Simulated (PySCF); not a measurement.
## EPR parameters of C2H5O

C₂H₅O (doublet state).
Z-matrix (Å and degrees, PBE0-D3(BJ)/def2-SVP geometry), rows numbered from 1:
```
C 
C   1  1.4822
O   2  1.4032  1  113.56
H   1  1.0937  2  119.00  3   -34.22
H   1  1.0926  2  121.16  3   158.24
H   2  1.1097  1  110.21  3   118.32
H   2  1.1114  1  109.83  3  -126.46
H   3  0.9631  2  107.30  1   -55.52
```

The hyperfine couplings belong to this conformer and change with its torsions.

Identity: `[CH2]CO` [radical].

Method used: UKS B3LYP, IGLO-III on C O, pcH-1 on H, non-relativistic, mean-field spin-orbit, GIAO in PySCF 2.14.0. Geometry: PBE0-D3(BJ)/def2-SVP, one conformer, isolated molecule. No stability test was run, so a lower SCF solution isn't excluded.

```json
{
  "g1, g2, g3": "2.00216, 2.00263, 2.00280",
  "g_iso": "2.00253",
  "Form of g": "rhombic: the two nearest values differ by 27 % of g3 − g1",
  "⟨S²⟩": "0.7539 (exact 0.7500)",
  "HOMO–LUMO gap, α and β orbitals": "6.98, 5.71 eV"
}
```

Hyperfine couplings atom by atom, in MHz; T1 to T3 are the principal values of the dipolar part:

```
atom  isotope  a_iso     T1     T2     T3  Mulliken spin population
  C1      13C   94.5  -77.4  -76.7  154.0                      1.08
  C2      13C  -34.1   -2.6   -1.0    3.6                     -0.08
  O3      17O  -15.0   -6.7    2.6    4.1                      0.01
  H4       1H  -55.8  -37.2   -0.5   37.7                     -0.05
  H5       1H  -62.4  -37.3   -0.6   37.9                     -0.05
  H6       1H  147.1   -6.5   -1.2    7.7                      0.06
  H7       1H   57.6   -5.5   -4.5   10.0                      0.02
  H8       1H   -0.2   -5.9   -2.5    8.4                      0.01
```

The Mulliken spin populations are largest on C1 (+1.08), C2 (-0.08) and H6 (+0.06). C1 is the only atom above +0.15. The positive populations add up to 1.18 and the negative ones to -0.18, together 2S = 1. The angles at C1 add up to 358.8°, so it is planar; its axial dipolar tensor and the negative couplings of its protons fit spin in a p orbital normal to that plane.

Under fast tumbling the dipolar parts average out, and these isotropic splittings remain: 2 × 1H (H6/H7, I = 1/2, 3 lines) with 3.65 mT and 2 × 1H (H4/H5, I = 1/2, 3 lines) with 2.11 mT.

Class means assume fast exchange of nuclei equivalent by connectivity; if that motion is slow, each nucleus keeps its own coupling. The 1H value of +102.4 MHz is a mean of couplings from 57.6 to 147.1 MHz in this one geometry, not an average over conformers. The 1H value of -59.1 MHz is a mean of couplings from -62.4 to -55.8 MHz in this one geometry, not an average over conformers.

The 17O coupling of O3 (-15.0 MHz) shows only in satellite lines or after enrichment, since that isotope makes up about 0.038 % of natural oxygen.

The 13C coupling of C1 (94.5 MHz) shows only in satellite lines or after enrichment, since that isotope makes up about 1.07 % of natural carbon.

β density exceeds α density at some nuclei, such as C2 (-0.0303) and H4/H5 (-0.0132), spin density in bohr⁻³. In a single determinant that takes different orbitals for the two spins, that is spin polarisation.
